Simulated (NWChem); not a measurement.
Species: tetrafluoroethylene (C2F4); SMILES FC(F)=C(F)F

Program: NWChem. The level has its own optimisation; frequencies are unscaled.

### Question
What does the run give for BLYP/def2-SVP? Quantities: r C–F (Å); r C–C (Å); highest harmonic frequency (cm⁻¹); lowest (cm⁻¹); zero-point energy (kcal/mol).

### Answer
| Property | Result |
|---|---|
| r C–F (Å) | 1.332 |
| r C–C (Å) | 1.346 |
| highest harmonic frequency (cm⁻¹) | 1832 |
| lowest (cm⁻¹) | 186 |
| zero-point energy (kcal/mol) | 12.9 |
